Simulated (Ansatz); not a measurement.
Basis sets compared for Li₂H₂⁺ (the lowest doublet isomer of a short search). Charge 1, multiplicity 2. Geometry PBE-D4/def2-TZVP. Ansatz on 4 threads of Arm Neoverse V1 on a shared host; times are rough, and most runs start from earlier orbitals.

| atom | x (Å) | y (Å) | z (Å) |
| --- | --- | --- | --- |
| Li1 | -0.2632 | -1.5614 | -0.3833 |
| Li2 | 0.2729 | 1.5616 | 0.3754 |
| H3 | -0.1359 | 0.1694 | -0.6022 |
| H4 | 0.1262 | -0.1697 | 0.6101 |

In the doublet, H3 and H4 lie 1.29 Å apart (atoms count from 1), so these atoms are partly bonded to each other. The structure comes from a short search, and lower isomers may exist.

| level | functions | energy (Eh) | HOMO (eV) | LUMO (eV) | wall time |
| --- | --- | --- | --- | --- | --- |
| HF/STO-3G | 12 | -15.5424 | -12.09 | -2.83 | 0.05 s |
| HF/6-31G | 22 | -15.7902 | -13.00 | -3.40 | 0.1 s |
| PBE-D4/def2-SVP | 28 | -15.9003 | -8.84 | -7.26 | 0.3 s |
| PBE0-D4/def2-SVP | 28 | -15.9122 | -9.93 | -6.28 | 0.25 s |

(1) Estimate the rows for PBE-D4/def2-TZVP (with forces), PBE0-D4/def2-TZVP.

Results:

(1) 
| level | functions | energy (Eh) | HOMO (eV) | LUMO (eV) | wall time |
| --- | --- | --- | --- | --- | --- |
| PBE-D4/def2-TZVP (with forces) | 40 | -15.9118 | -8.88 | -7.30 | 0.3 s |
| PBE0-D4/def2-TZVP | 40 | -15.9223 | -9.96 | -6.33 | 0.4 s |
